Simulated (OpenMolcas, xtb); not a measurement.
**How methods differ on AlBH3F (SMILES F[BH][AlH2])**

The species is AlBH3F (6 atoms), meant as a singlet with charge 0. SMILES: `F[BH][AlH2]`. Geometry: a GFN2-xTB relaxation, a rough one for these elements and not checked as a minimum.

```xyz
6

F     0.0480   -1.3825   -0.8822
B    -0.8901   -0.6778   -0.2401
Al    0.4989    0.7634    0.3771
H    -1.9667   -1.1602   -0.3191
H     1.9224    0.3880   -0.1491
H     0.3875    2.0691    1.2133
```

Each level gives the dipole moment (D). The values are calculated.

| level | kind | program | value (D) | CPU time |
| --- | --- | --- | --- | --- |
| GFN2-xTB | semi-empirical | xtb | 1.58 | under 2 s |
| GFN0-xTB | semi-empirical | xtb | 2.95 | under 2 s |
| GFN1-xTB | semi-empirical | xtb | 1.76 | under 2 s |
| HF/STO-3G | Hartree–Fock | OpenMolcas | 0.82 | 1.6 s |
| HF/3-21G | Hartree–Fock | OpenMolcas | 1.31 | 1.7 s |
| HF/def2-SVP | Hartree–Fock | OpenMolcas | 1.29 | 2.9 s |
| r2SCAN/def2-SVP | meta-GGA | OpenMolcas | 0.92 | 18 s |
| B3LYP/6-31G* (spherical functions) | global hybrid | OpenMolcas | 0.89 | 11 s |
| B3LYP/6-31G* (Cartesian functions) | global hybrid | OpenMolcas | 0.89 | 12 s |
| PBE0/def2-SVP | global hybrid | OpenMolcas | ? | 11 s |

Task: Estimate what the levels marked ? give.

Result: As computed at these levels: PBE0/def2-SVP: 0.95 D. The values span 0.82 to 2.95 D. Magnitudes only: a small dipole may point the other way at some levels. Sets without polarisation functions give poor dipoles. CPU times are rough (shared hosts, several kinds of processor): they show what a rung costs within a factor of a few.
